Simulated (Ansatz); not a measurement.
Rock-salt KBr: PBE at its full settings (plane-wave cutoff 520 eV, 10×10×10 k mesh, Fermi–Dirac smearing 0.01 eV, scalar-relativistic PAW data made under PBE) and at cheaper ones, in a cell of 2 atoms with Γ-centred meshes.

| level and setting | equilibrium lattice constant a (Å) | bulk modulus (GPa) |
|---|---|---|
| PBE (Ansatz) | 6.705 | 13.5 |
| PBE (300 eV cutoff) (Ansatz) | 6.706 | 13.0 |
| PBE (2×2×2 k mesh) (Ansatz) | 6.781 | 12.7 |
| PBE (4×4×4 k mesh) (Ansatz) | 6.706 | 13.5 |
| PBE (6×6×6 k mesh) (Ansatz) | 6.705 | 13.5 |
| PBE (Fermi-Dirac smearing of 0.3 eV) (Ansatz) | 6.706 | 13.5 |

Largest shifts from the full settings: lattice constant a +1.13 % (PBE (2×2×2 k mesh)), against a difference of +2.51 % of the full result from the reference 6.541 Å (measured, low temperature, not corrected to a static lattice; as tabulated in Doll and Stoll (1998), arXiv:cond-mat/9801031); bulk modulus -5.9 % (PBE (2×2×2 k mesh)), against a difference of -25 % of the full result from the reference 17.9 GPa (measured, 0 K, extrapolated to 0 K; as tabulated in Doll and Stoll (1998), arXiv:cond-mat/9801031).

Ansatz's density-functional and Hartree–Fock values are scalar-relativistic unless marked +SOC, with PAW data made under PBE.

Run with cheap settings on purpose, which may leave them unconverged: PBE (2×2×2 k mesh), PBE (300 eV cutoff), PBE (4×4×4 k mesh), PBE (6×6×6 k mesh), PBE (Fermi-Dirac smearing of 0.3 eV).

Ansatz is a first-principles code.
